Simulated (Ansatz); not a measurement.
BH5S⁻, that is B(H2S)H3 with one electron more. The state is a doublet with charge -1. Geometry B3LYP-D4/def2-TZVP, that of the neutral singlet.

```tsv
atom	x (Å)	y (Å)	z (Å)
B1	0.1140	-0.8755	-0.0727
S2	0.3857	1.1363	-0.0515
H3	-0.6666	1.5983	-0.7530
H4	-0.1536	1.5092	1.1246
H5	0.4092	-1.1109	-1.2142
H6	-1.0308	-1.0541	0.2318
H7	0.9421	-1.2033	0.7349
```

At PBE-D4/def2-TZVPD, r2SCAN-D4/def2-TZVPD, PBE0-D4/def2-TZVPD the highest occupied level of the charge -1 doublet lies above zero (up to 1.92 eV). By energy differences it is unbound by 0.44 eV (vertical, to the charge 0 singlet, at r2SCAN-D4/def2-TZVPD) and held by the finite basis.

Task: Estimate the α-spin orbital energies around the gap (eV) in Ansatz with PBE-D4/def2-TZVPD, r2SCAN-D4/def2-TZVPD, PBE0-D4/def2-TZVPD.

Result: 
```tsv
orbital	PBE-D4/def2-TZVPD	r2SCAN-D4/def2-TZVPD	PBE0-D4/def2-TZVPD
HOMO−5	-7.78	-8.14	-9.32
HOMO−4	-5.87	-6.21	-7.37
HOMO−3	-3.92	-4.19	-5.27
HOMO−2	-3.61	-3.91	-5.03
HOMO−1	-3.24	-3.50	-4.60
HOMO	1.89	1.92	1.54
LUMO	2.59	2.74	3.04
LUMO+1	2.63	2.89	3.14
LUMO+2	2.96	3.33	3.34
LUMO+3	3.04	3.34	3.76
LUMO+4	3.48	3.79	4.00
LUMO+5	4.43	4.84	5.23
β HOMO	-3.21	-3.47	-4.57
β LUMO	2.53	2.76	3.02
```
